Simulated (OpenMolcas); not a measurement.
# One shape, several levels: CS2 (carbon disulfide)

Aim: a comparison of 6 runs (B3LYP/6-31G*, B3LYP/cc-pVTZ, SVWN5/cc-pVTZ, TPSS/cc-pVTZ, revPBE/cc-pVTZ, CCSD(T)/cc-pVTZ) of CS2 (carbon disulfide). 

Program for the calculation: OpenMolcas 26.06.

### Step 1. Starting point

CS2 has 3 atoms, charge 0, and is taken as a singlet. As SMILES, `S=C=S`. Geometry: relaxed at PBE0-D4/def2-TZVP.

Bond lengths: S1–C2 1.548 Å, C2–S3 1.548 Å. Angles: S1–C2–S3 180.0°.

### Step 2. Energy and gradient at B3LYP/6-31G(d) (spherical functions) (run 1)

Input file test.inp:

```
&GATEWAY
 BASLIB=$CurrDir
 COORD
 3
 angstrom
 S        1.357000      -0.156000       0.729100
 C        0.000000       0.000000       0.000000
 S       -1.357000       0.156000      -0.729100
 BASIS=6-31Gs
 GROUP=NoSym

&SEWARD
 GRIDINPUT
 Grid=UltraFine
 End of Grid

&SCF
 KSDFT=B3LYP
 THRESHOLDS=1e-10 1e-07 1e-07 1e-05
 PRORBITALS=0

&ALASKA
```

The basis set 6-31G* is read from a file made from the Basis Set Exchange's data (not shown).

On the command line:

```sh
export MOLCAS_MEM=1860
pymolcas test.inp > test.log
```

Output:

```text
--- Start Module: gateway ---
[...]
--- Stop Module: gateway /rc=_RC_ALL_IS_WELL_ ---
[...]
      Basis functions           50
[...]
--- Start Module: scf ---
[...]
       Convergence after  12 Iterations
[...]
::    Total KS-DFT energy                            -834.4819202738
[...]
      Total spin, S                                     0.0000000000
[...]
      Total electronic charge=   38.000000
      Total            charge=   -0.000000
[...]
      Dipole Moment (debye):
      Origin of the operator (angstrom)=    0.0000    0.0000    0.0000
                   X=  7.5487E-10               Y= -9.2254E-11               Z=  4.1789E-10           Total=  8.6774E-10
      Quadrupole Moment (debye*angstrom):
[...]
--- Stop Module: scf /rc=_RC_ALL_IS_WELL_ ---
[...]
--- Start Module: alaska ---
[...]
 *              Molecular gradients               *
 **************************************************
  Irreducible representation: a
 ------------------------------------------------------------------------------------------
                              X                       Y                       Z
 ------------------------------------------------------------------------------------------
  S1               -1.39240576328419E-02    1.60070222324205E-03   -7.48123090174957E-03
  C2               -2.30674065302704E-11    7.07954800203861E-12   -1.68535892258842E-11
  S3                1.39240576559665E-02   -1.60070223032971E-03    7.48123091860187E-03
 ------------------------------------------------------------------------------------------
--- Stop Module: alaska /rc=_RC_ALL_IS_WELL_ ---
[...]
```

Wall time 14 s (1 thread of Intel Xeon Platinum 8259CL at 2.50GHz (Skylake/Cascade Lake), shared host); peak memory 0.38 GiB.

### Step 3. Energy and forces at B3LYP/cc-pVTZ (run 2)

Input file calc.inp:

```
* CS2 Kohn-Sham DFT
>>> EXPORT MOLCAS_PRINT=2

&GATEWAY
  BasLib
  $CurrDir
  Coord
  3
  angstrom
  S        1.357000      -0.156000       0.729100
  C        0.000000       0.000000       0.000000
  S       -1.357000       0.156000      -0.729100
  Basis
  cc-pVTZ
  Group
  NoSym

&SEWARD
  GridInput
  Grid=UltraFine
  End of Grid

&SCF
  KSDFT
  B3LYP
  Thresholds
  1e-10 1e-07 1e-07 1e-05
  PrOrbitals
  1 2

&ALASKA
```

The basis set cc-pVTZ is read from a file made from the Basis Set Exchange's data (not shown).

On the command line:

```sh
export MOLCAS_MEM=1860
pymolcas calc.inp > calc.log
```

Output:

```text
--- Start Module: gateway ---
[...]
--- Stop Module: gateway /rc=_RC_ALL_IS_WELL_ ---
[...]
      Basis functions           98
[...]
--- Start Module: scf ---
[...]
       Convergence after  14 Iterations
[...]
::    Total KS-DFT energy                            -834.5718944450
[...]
      Total spin, S                                     0.0000000000
[...]
      Total electronic charge=   38.000000
      Total            charge=   -0.000000
[...]
      Dipole Moment (debye):
      Origin of the operator (angstrom)=    0.0000    0.0000    0.0000
                   X=  2.1823E-13               Y= -1.8610E-13               Z= -8.1170E-14           Total=  2.9807E-13
      Quadrupole Moment (debye*angstrom):
[...]
--- Stop Module: scf /rc=_RC_ALL_IS_WELL_ ---
[...]
--- Start Module: alaska ---
[...]
 *              Molecular gradients               *
 **************************************************
  Irreducible representation: a
 ------------------------------------------------------------------------------------------
                              X                       Y                       Z
 ------------------------------------------------------------------------------------------
  S1               -8.61949894858327E-03    9.90893036137308E-04   -4.63115451390195E-03
  C2                4.49436668440045E-14   -2.65301998468864E-13   -3.85843802602384E-13
  S3                8.61949894856551E-03   -9.90893035860640E-04    4.63115451432827E-03
 ------------------------------------------------------------------------------------------
--- Stop Module: alaska /rc=_RC_ALL_IS_WELL_ ---
[...]
```

Wall time 46 s (1 thread of Intel Xeon Platinum 8259CL at 2.50GHz (Skylake/Cascade Lake), shared host); peak memory 0.55 GiB.

Runs 3 to 5 aren't shown in full; the table further down has their settings and results.

### Step 4. The energy at CCSD(T)/cc-pVTZ (Cholesky decomposition) (run 6)

Input file job.inp:

```
>>> EXPORT MOLCAS_PRINT=2

&GATEWAY
  BasLib=$CurrDir
  BasisSet
  S.cc-pVTZ....
  S1 1.357000 -0.156000 0.729100 angstrom
  S3 -1.357000 0.156000 -0.729100 angstrom
  End of Basis
  BasisSet
  C.cc-pVTZ....
  C2 0.000000 0.000000 0.000000 angstrom
  End of Basis

&SEWARD
  High

&SCF
  Thresholds=1e-10 1e-07 1e-07 1e-05
  PrOrbitals=1 1

&CHCC
  Frozen=11
  Threshold=1e-08
  MaxIterations=80

&CHT3
  Frozen=11
```

The basis set cc-pVTZ is read from a file made from the Basis Set Exchange's data (not shown).

On the command line:

```sh
export MOLCAS_MEM=1860
pymolcas job.inp > job.log
```

Output:

```text
--- Start Module: gateway ---
[...]
--- Stop Module: gateway /rc=_RC_ALL_IS_WELL_ ---
[...]
      Basis functions           98
[...]
       Convergence after  12 Iterations
[...]
::    Total SCF energy                               -832.9669986202
[...]
      Total spin, S                                     0.0000000000
[...]
      Total electronic charge=   38.000000
      Total            charge=   -0.000000
[...]
      Dipole Moment (debye):
      Origin of the operator (angstrom)=    0.0000    0.0000    0.0000
                   X=  1.7831E-08               Y= -2.7753E-09               Z=  7.7343E-09           Total=  1.9633E-08
      Quadrupole Moment (debye*angstrom):
[...]
--- Start Module: chcc ---
[...]
--- Stop Module: chcc /rc=_RC_ALL_IS_WELL_ ---
[...]
--- Start Module: cht3 ---
[...]
--- Stop Module: cht3 /rc=_RC_ALL_IS_WELL_ ---
[...]
```

It took 4.5 min on 1 thread of Intel Xeon Platinum 8259CL at 2.50GHz (Skylake/Cascade Lake), shared host; peak memory 0.12 GiB.

### Step 5. The series

| run | level | integral approximation | task | energy (Eh) | dipole moment (D) of the reference | HOMO energy (eV) | LUMO energy (eV) | wall time |
| --- | --- | --- | --- | --- | --- | --- | --- | --- |
| 1 | B3LYP/6-31G* (spherical functions) | none | gradient | -834.481920 | 0.00 | -7.55 | -1.96 | 14 s |
| 2 | B3LYP/cc-pVTZ | none | gradient | -834.571894 | 0.00 | -7.59 | -2.09 | 46 s |
| 3 | SVWN5/cc-pVTZ | none | gradient | -831.475246 | 0.00 | -6.91 | -2.89 | 32 s |
| 4 | TPSS/cc-pVTZ | none | gradient | -834.597460 | 0.00 | -6.85 | -2.65 | 48 s |
| 5 | revPBE/cc-pVTZ | none | gradient | -834.392677 | 0.00 | -6.73 | -2.65 | 43 s |
| 6 | CCSD(T)/cc-pVTZ (Cholesky decomposition) | CD high | energy | -833.507052 | 0.00 | -10.12 | 1.48 | 4.5 min |

### Step 6. What came out

| quantity | value |
| --- | --- |
| run 6: total energy | -833.50705 Eh |
| run 6: dipole moment (mean-field density) | 0.00 D |
| run 6: HOMO energy (Hartree–Fock orbitals) | -10.12 eV |
| run 6: LUMO energy (Hartree–Fock orbitals) | 1.48 eV |
| run 6: HOMO–LUMO gap (Hartree–Fock orbitals) | 11.60 eV |
| run 6: correlation energy (11 core orbitals frozen) | -540.1 mEh |
| run 6: (T) correction | -34.50 mEh |

In words: Over runs 1, 2, 3, 4, 5 the HOMO–LUMO gap runs from 4.03 eV (SVWN5/cc-pVTZ) to 5.59 eV (B3LYP/6-31G*). The two ends differ in method and basis. Totals of different functionals can't be ranked against each other. All runs together took 7.6 min, the longest 4.5 min.
